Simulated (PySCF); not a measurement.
Compound: C3H4N2S.
Cartesian coordinates in Å at the GFN2-xTB level; atoms count from 1:
```
atom  x, y, z in Å
C1    -1.4790   -0.0965    0.0319
C2    -0.0003   -0.1710    0.0752
C3     0.9330    0.7519   -0.3361
N4     2.1979    0.3531   -0.1473
N5     2.3256   -0.7815    0.3673
S6     0.8711   -1.5215    0.6921
H7    -1.8957   -0.1819    1.0351
H8    -1.8850   -0.9111   -0.5672
H9    -1.7919    0.8508   -0.4012
H10    0.7331    1.7123   -0.7724
```

Computed at PBE0/pcSseg-1 (PySCF, non-relativistic), with Q(14N) = 0.02044 b, Q(33S) = −0.0678 b: N4, 14N (I = 1): χzz = -5.588 MHz, η = 0.138; N5, 14N (I = 1): χzz = -4.968 MHz, η = 0.454; S6, 33S (I = 3/2): χzz = -30.17 MHz, η = 0.428.

Problem. Where would the pure quadrupole (NQR) lines of 14N at N4 fall for the rigid, isolated species?

Solution. From ν± = (3/4)|χ|(1 ± η/3) and ν0 = |χ|η/2: ν+ 4.384 MHz, ν− 3.998 MHz, ν0 0.386 MHz (pyridine-type nitrogen).

Problem. Where would the pure quadrupole (NQR) lines of 14N at N5 fall for the rigid, isolated species?

Solution. From ν± = (3/4)|χ|(1 ± η/3) and ν0 = |χ|η/2: ν+ 4.289 MHz, ν− 3.162 MHz, ν0 1.127 MHz (pyridine-type nitrogen).

Problem. Where would the pure quadrupole (NQR) lines of 33S at S6 fall for the rigid, isolated species?

Solution. From ν = (|χ|/2)√(1 + η²/3): ν = 15.54 MHz (ring sulfur).

In a crystal, neighbours and librations shift these lines. GFN2-xTB bond lengths can be off by several hundredths of an ångström, more for odd bonds, and the gradients follow them. With a basis this small, the couplings can be 20 % off.

The run behind these numbers computed NMR shieldings as well. Hardware: one thread, Arm Neoverse V1, no GPU, shared host. Cost: 9.8 s.
